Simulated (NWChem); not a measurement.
All runs are NWChem calculations. System: trifluoromethane (CHF3), charge 0, spin multiplicity 1, at a geometry optimised with B3LYP/def2-SVP. Level: G0W0@PBE/def2-SVP, RI basis def2-svp-rifit.

Input file:

```
start mol
memory heap 200 mb stack 700 mb global 1700 mb
geometry units angstroms nocenter noautoz
  F     -0.634262    -0.078104     1.084545
  C      0.026316     0.333875     0.000000
  F     -0.634262    -0.078104    -1.084545
  F      1.238419    -0.225718     0.000000
  H      0.113042     1.434092     0.000000
  symmetry group Cs
end
basis spherical
  * library def2-svp
end
basis "ri basis" bse spherical
  * library def2-svp-rifit
end
dft
  xc xpbe96 cpbe96
  iterations 100
  direct
  tolerances tight
end
task dft energy
gw
  states alpha occ 4 vir 2
end
task dft gw
```

Part of the output:

```
             Northwest Computational Chemistry Package (NWChem) 7.3.0
             --------------------------------------------------------

                                NWChem Input Module
                                -------------------

 Scaling coordinates for geometry "geometry" by  1.889725989
 (inverse scale =  0.529177249)

 Turning off AUTOSYM since
 SYMMETRY directive was detected!

                             Geometry "geometry" -> ""
                             -------------------------

 Output coordinates in angstroms (scale by  1.889725989 to convert to a.u.)

  No.       Tag          Charge          X              Y              Z
 ---- ---------------- ---------- -------------- -------------- --------------
    1 F                    9.0000    -0.63426200    -0.07810400     1.08454500
    2 C                    6.0000     0.02631600     0.33387500     0.00000000
    3 F                    9.0000    -0.63426200    -0.07810400    -1.08454500
    4 F                    9.0000     1.23841900    -0.22571800     0.00000000
    5 H                    1.0000     0.11304200     1.43409200     0.00000000

 Effective nuclear repulsion energy (a.u.)     133.4975199286

            Nuclear Dipole moment (a.u.)
            ----------------------------
        X                 Y               Z
 ---------------- ---------------- ----------------
    -0.0000132281     0.0000151178     0.0000000000

      Symmetry information
      --------------------

 Group name             Cs
 Group number              2
 Group order               2
 No. of unique centers     4

      Symmetry unique atoms

     1    2    4    5


 Summary of "ao basis" -> "" (spherical)
 ------------------------------------------------------------------------------
       Tag                 Description            Shells   Functions and Types
 ---------------- ------------------------------  ------  ---------------------
 *                          def2-svp                  on all atoms

 new library libraries.bse/

 Summary of "ri basis" -> "" (spherical)
 ------------------------------------------------------------------------------
       Tag                 Description            Shells   Functions and Types
 ---------------- ------------------------------  ------  ---------------------
 *                       def2-svp-rifit               on all atoms

  pbe96 is a nonlocal functional; adding pw91lda local functional.

                                 NWChem DFT Module
                                 -----------------

 Summary of "ao basis" -> "ao basis" (spherical)
 ------------------------------------------------------------------------------
       Tag                 Description            Shells   Functions and Types
 ---------------- ------------------------------  ------  ---------------------
 F                          def2-svp                 6       14   3s2p1d
 C                          def2-svp                 6       14   3s2p1d
 H                          def2-svp                 3        5   2s1p

 Summary of "ao basis" -> "ao basis" (spherical)
 ------------------------------------------------------------------------------
       Tag                 Description            Shells   Functions and Types
 ---------------- ------------------------------  ------  ---------------------
 F                          def2-svp                 6       14   3s2p1d
 C                          def2-svp                 6       14   3s2p1d
 H                          def2-svp                 3        5   2s1p
[...]
    57      0.343986  5 H  s                 47      0.337844  4 F  py
     5      0.335343  1 F  py                33      0.335343  3 F  py
    19      0.229810  2 C  py                50     -0.223384  4 F  py
     8     -0.220952  1 F  py                36     -0.220952  3 F  py
    58      0.202061  5 H  s                 16      0.090587  2 C  s

 Vector   18  Occ=0.000000D+00  E= 5.746514D-02  Symmetry=a'
              MO Center=  1.4D-01,  1.8D+00,  3.3D-18, r^2= 2.0D+00
   Bfn.  Coefficient  Atom+Function         Bfn.  Coefficient  Atom+Function
  ----- ------------  ---------------      ----- ------------  ---------------
    58      2.062401  5 H  s                 17     -1.299314  2 C  s
    22     -0.829604  2 C  py                19     -0.404657  2 C  py
    16     -0.303333  2 C  s                 15      0.110967  2 C  s
    57      0.102433  5 H  s                  8      0.101537  1 F  py
    36      0.101537  3 F  py                50      0.100794  4 F  py

 Vector   19  Occ=0.000000D+00  E= 1.117081D-01  Symmetry=a'
              MO Center=  1.6D-03,  4.2D-01,  5.9D-17, r^2= 1.7D+00
   Bfn.  Coefficient  Atom+Function         Bfn.  Coefficient  Atom+Function
  ----- ------------  ---------------      ----- ------------  ---------------
    21      1.050604  2 C  px                18      0.629310  2 C  px
    45     -0.630034  4 F  s                  3      0.315015  1 F  s
    31      0.315015  3 F  s                 49      0.277696  4 F  px
     9     -0.237163  1 F  pz                37      0.237163  3 F  pz
    50     -0.228589  4 F  py                47      0.216692  4 F  py

 Vector   20  Occ=0.000000D+00  E= 1.117097D-01  Symmetry=a"
              MO Center=  6.4D-02,  4.1D-01,  3.7D-16, r^2= 1.7D+00
   Bfn.  Coefficient  Atom+Function         Bfn.  Coefficient  Atom+Function
  ----- ------------  ---------------      ----- ------------  ---------------
    23      1.053863  2 C  pz                20      0.631262  2 C  pz
     3     -0.545625  1 F  s                 31      0.545625  3 F  s
    51     -0.252913  4 F  pz                 7     -0.250454  1 F  px
    35      0.250454  3 F  px                48      0.211432  4 F  pz
     4      0.198571  1 F  px                32     -0.198571  3 F  px

 center of mass
 --------------
 x =  -0.00383944 y =  -0.04870340 z =   0.00000000

 moments of inertia (a.u.)
 ------------------
         175.899525284156          11.296123592635           0.000000000000
          11.296123592635         318.315169722800           0.000000000000
           0.000000000000           0.000000000000         175.009579152154

     Multipole analysis of the density
     ---------------------------------

     L   x y z        total         alpha         beta         nuclear
     -   - - -        -----         -----         ----         -------
     0   0 0 0     -0.000000    -17.000000    -17.000000     34.000000

     1   1 0 0      0.041598      0.020806      0.020806     -0.000013
     1   0 1 0      0.527772      0.263878      0.263878      0.000015
     1   0 0 1     -0.000000     -0.000000     -0.000000      0.000000

     2   2 0 0    -16.056258    -45.633681    -45.633681     75.211105
     2   1 1 0      0.177473      2.605051      2.605051     -5.032629
     2   1 0 1     -0.000000     -0.000000     -0.000000      0.000000
     2   0 2 0    -13.818743    -12.790552    -12.790552     11.762360
     2   0 1 1      0.000000      0.000000      0.000000      0.000000
     2   0 0 2    -16.070242    -45.838911    -45.838911     75.607579

 Task  times  cpu:        0.8s     wall:        0.8s

                                NWChem Input Module
                                -------------------

                                 NWChem GW Module
                                 ----------------

                             ***********************
                             ***        GW       ***
                             ***********************

 Summary of "ri basis" -> "ri basis" (spherical)
 ------------------------------------------------------------------------------
       Tag                 Description            Shells   Functions and Types
 ---------------- ------------------------------  ------  ---------------------
 F                       def2-svp-rifit             16       48   6s5p4d1f
 C                       def2-svp-rifit             16       48   6s5p4d1f
 H                       def2-svp-rifit              6       14   3s2p1d

                 Memory Information
                 ------------------
          Available GA per process is          1700.0 MBs
          Available stack per process is        700.0 MBs
          Available heap per process is           0.0 MBs

          Peak memory in Initialization
              Peak GA per process is                  2.1 MBs
              Peak stack per process is               0.0 MBs
              Peak heap per process is                2.3 MBs
              Memory not in MA per process            0.0 MBs

          Peak memory in AFF Calculation
              Peak GA per process is                  7.2 MBs
              Peak stack per process is               4.3 MBs
              Peak heap per process is                0.0 MBs
              Memory not in MA per process            4.3 MBs

          Computing 2-center integrals
          Computing Inverse Cholesky factor
          Computing 3-center integrals
          Computing V_xc ...

          Computing Sigma_x
          Computing RPA polarizability
          Solving quasiparticle equations

                  Alpha Orbitals
          State     Energy (eV)     Error (eV)
          -----------------------------------
@GW        14        -14.536           0.003
@GW        15        -14.536           0.003
@GW        16        -13.895           0.003
@GW        17        -13.564           0.003
@GW        18          5.030           0.002
@GW        19          7.959           0.003

   Applying  -4.5116 eV scissor-shift to rest of particle states

   Applying   3.4658 eV scissor-shift to rest of hole states

     GW Timing Statistics
   ------------------------
   Init.   :          0.0s
     ERIs  :          0.1s
     Distr.:          0.0s
     Vxc   :          0.1s
   Sigma_x :          0.0s
   RPA     :          0.1s
   Wmn     :          0.0s
   Sigma_c :          0.0s
   GW total:          0.3s

 Task  times  cpu:        0.3s     wall:        0.3s

 Total times  cpu:        1.1s     wall:        1.1s
```
